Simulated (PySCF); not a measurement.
## NMR data sheet: C₂H₂F₂

| Property | Result |
| --- | --- |
| Formula | C2H2F2 |
| SMILES | F/C=C\F |
| Point group of the computed structure | C2v |
| Degrees of unsaturation | 1 |
| Carbon signals | 1 |
| Proton signals | 1 |

Structure with atom numbers: `[F:1]/[CH:2]=[CH:3]\[F:4]`. Each H is labelled by its parent atom.

Theory: structure optimised with GFN2-xTB, GIAO PBE0/pcSseg-1 shieldings, in PySCF 2.14.0 with density-fitted response routines (non-relativistic, averaged over atoms made equivalent by symmetry, fast rotation or ring inversion, one computed conformer, gas phase).

Shifts are taken against calculated references (same method and geometry level): $^{1}$H (σ = 31.72 ppm), $^{13}$C (σ = 186.93 ppm) against TMS; CFCl3 for $^{19}$F (σ = 170.95 ppm).

```tsv
carbon	δC, type	δH (multiplicity)	HMBC from (2–3 bonds)	span of the C tensor (ppm)
C2/C3	145.6, CH	6.46 (m)	H(C2)/H(C3)	129
```

Other nuclei:
| atoms | nucleus | environment | δ (ppm) | σ (ppm) |
| --- | --- | --- | --- | --- |
| F1/F4 | $^{19}$F | vinylic fluorine | -165.2 | 336.1 |

Carbon types of the structure: 2 × CH, which accounts for all hydrogens. δC 145.6: alkene CH; as expected for a trigonal carbon in a double bond. δH 6.46: hydrogen on an alkene CH; a vinylic proton, deshielded by the sp2 carbon and the C=C anisotropy.

Splittings by $^{19}$F in the carbon and heteronuclear signals aren't shown, as no couplings were computed. Shifts are as computed. Against solution values, carbons near 30 ppm lie about +3 ppm off and those near 130 ppm about +5 ppm (rms about the fit 2.1 ppm; single classes can miss by 10 ppm). Of 1328 compounds with measured shifts, 309 miss one by over three times the rms of a fit or turn the order of signals round; such compounds aren't used in these exercises. Signals without a measured value on file couldn't be tested in this way; 1H shifts scatter by 0.2 ppm about their fit, and single ones miss by 0.5 ppm. Unscaled 19F shifts against computed CFCl3 carry errors that often reach 10 to 50 ppm.
